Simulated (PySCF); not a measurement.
HNO, SMILES N=O, point group Cs.

Force field and properties: PBE0/pcSseg-2 (PySCF, grid level 2). Vibrational terms come from second-order perturbation theory with semi-diagonal cubic constants, by steps of ±0.6 along the normal coordinates of each isotopologue. The parent has the commonest isotopes.

Equilibrium geometry (Å):

| atom | x | y | z |
| --- | --- | --- | --- |
| N1 | -0.0533 | 0.4292 | -0.0090 |
| O2 | 0.9647 | -0.1871 | -0.0464 |
| H3 | -0.8655 | -0.2522 | 0.0052 |

Species: ¹⁸O at 2, ²H at 3. Output of the displacement run:

```
mode    cm-1    km/mol   phi_rrr   E(+)/cm-1  E(-)/cm-1
  1   1186.78     6.61    -111.6     209.67     217.75
  2   1673.75    74.83    -558.4     282.11     322.28
  3   2126.34    77.74   -1396.7     336.97     437.16
```

For the shielding of H3 (σe = 0.33 ppm):

```json
{"mode": "1", "ω (cm⁻¹)": "1187", "Σr φrrs (cm⁻¹)": "-249", "∂σ/∂q": "-7.729", "∂²σ/∂q²": "-3.384"}
{"mode": "2", "ω (cm⁻¹)": "1674", "Σr φrrs (cm⁻¹)": "-363", "∂σ/∂q": "-1.638", "∂²σ/∂q²": "-0.160"}
{"mode": "3", "ω (cm⁻¹)": "2126", "Σr φrrs (cm⁻¹)": "-1417", "∂σ/∂q": "4.507", "∂²σ/∂q²": "-1.573"}
```

**Question.** Work out the zero-point average of this shielding.

**Answer.** With ⟨qs⟩ = −Σr φrrs/(4ωs) and ⟨qs²⟩ = 1/2: the mean displacements are 0.052, 0.054, 0.167. The anharmonic term Σ (∂σ/∂q)⟨q⟩ is 0.26 ppm, the harmonic term ¼ Σ ∂²σ/∂q² is -1.28 ppm, so ⟨σ⟩ = -0.69 ppm.
